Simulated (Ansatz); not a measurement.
## Relaxing Bi₂W

Computed with Ansatz, DFT PBE, scalar-relativistic, plane waves, PAW. Cutoff 420 eV, Γ-centred k mesh, Gaussian smearing, no spin polarisation in the final step.

Bi₂W was placed on the AlB2 structure type (P6/mmm, No. 191), with W in place of Al, Bi in place of B, at a guessed volume.

```xyz
3
Lattice="4.2681 0.0000 0.0000 -2.1341 3.6963 0.0000 0.0000 0.0000 4.6085" Properties=species:S:1:pos:R:3 pbc="T T T"
Bi    0.0000    2.4642    2.3042
Bi    2.1341    1.2321    2.3042
W     0.0000    0.0000    0.0000
```

Cell and atoms relax at zero pressure; the relaxation can't lower the symmetry of the start. After a coarse first stage the cell is made exact in the group found at 0.06 Å.

Energies over the elements count from the elements' standard structures at the same level, with no empirical corrections.

(1) What does it relax into?

(2) What are its volume, energy, density and gap?

Results:

(1) It keeps P6/mmm (No. 191), but not the shape of the type it started on. Conventional cell: a = 5.377 Å, c = 3.034 Å. Bi has 5 Bi at 3.03–3.10 Å and 6 W at 3.46 Å; W is coordinated by 2 W at 3.03 Å and 12 Bi at 3.46 Å.

```
Bi W
1.0
     5.37704    0.00000    0.00000
    -2.68852    4.65665    0.00000
     0.00000    0.00000    3.03354
Bi W
2 1
Direct
  0.33333 0.66667 0.50000
  0.66667 0.33333 0.50000
  0.00000 0.00000 0.00000
```

(2) The volume per atom is 25.32 Å³, the density is 13.16 g/cm³ and the energy over the elements is 1.39 eV/atom. The gap on the 12×12×16 mesh is 0 eV (a metal).

The final run used a 12×12×16 mesh on its 3-atom cell and 0.10 eV smearing. The k mesh leaves about 4 meV/atom of noise in metals. Spin–orbit coupling is left out. A structure relaxed within its symmetry needn't be a true minimum.

Cost: 4 runs of about 3 core-minutes in all, on Arm Neoverse V1 (shared hosts).